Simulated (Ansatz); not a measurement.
[OH···H···NH], triplet in cc-pVDZ: errors against UCCSDT(Q)

Geometry: a point of a hydrogen-transfer path between rigid fragments, not a stationary point.

```xyz
5

O    -1.2048    0.0024    0.0000
H    -1.4541    0.9289    0.0000
H     0.0772    0.0024    0.0000
N     1.3582    0.0024    0.0000
H     1.6273   -1.0019    0.0000
```

Basis cc-pVDZ; Ansatz 0.2.0. Correlated methods freeze the noble-gas cores, which leaves 14 electrons in 41 orbitals. Prefix R: restricted or restricted open-shell reference; prefix U: unrestricted. Active spaces: valence = (14e, 11o) chosen from the atoms' valence shells; pair = (4e, 4o) about the gap.

Full CI isn't at hand for all of this; UCCSDT(Q) serves as the reference, and is uncertain by about the last step of the cluster series. The frozen core follows each run's orbitals, which can shift R against U totals by a few meV.

For open shells CISD is restricted-active-space CI with the open shells as a complete middle space.

* UHF ⟨S²⟩: 2.087
* T1 diagnostic (RCCSD): 0.0507
* largest doubles amplitude (RCCSD): 0.063
* T1 diagnostic (UCCSD): 0.0236

```csv
level,E − E(RHF) (eV)
UHF,-0.5447
RMP2,-9.3060
UMP2,-9.2362
RCCSD,-10.1457
UCCSD,-10.1701
RCCSD(T),-10.3707
UCCSD(T),-10.3747
```

Task: Estimate how far UCCSDT(Q) in cc-pVDZ lies from RCCSD(T). The table doesn't fix it; the size of (T) and the diagnostics are the guide.

Result: UCCSDT(Q) in cc-pVDZ lies 5.4 kJ/mol below RCCSD(T), which is 25 % of the (T) step (-21.7 kJ/mol). T1 is raised, but (T) still catches most of what CCSD lacks. The miss exceeds 1 kcal/mol.

The other levels:

```csv
level,E − E(UCCSDT(Q)) (kJ/mol),share of correlation (%),wall time
CISD,114.4,88.63,4.8 s
BCCD(T),5.0,99.50,3 s
RCCSDT,2.8,99.72,–
UCCSDT,2.5,99.75,–
RCCSDT(Q),0.1,99.99,52 s
CASSCF (pair space),905.1,10.03,–
NEVPT2 (pair space),94.0,90.66,1.1 s
MRCISD (pair space),88.1,91.24,–
MRCISD+Q (pair space),14.5,98.55,1.5 s
CASSCF (valence space),731.4,27.30,–
NEVPT2 (valence space),113.8,88.68,6.5 s
```

The correlation energy at UCCSDT(Q), counted from RHF, is -10.427 eV. That run took 45 s on 1 thread of Arm Neoverse V2, shared host.

Times hold each run's SCF and search for its determinant on a shared host, so for small cases they say little of a method's own cost; they ran on 1 thread of Arm Neoverse V2.

Natural occupations of CASSCF (valence space) about the gap: 1.976 1.973 1.949 1.006 1.001 0.052 0.028 0.025; effectively unpaired electrons, Σ n²(2−n)², 2.03.
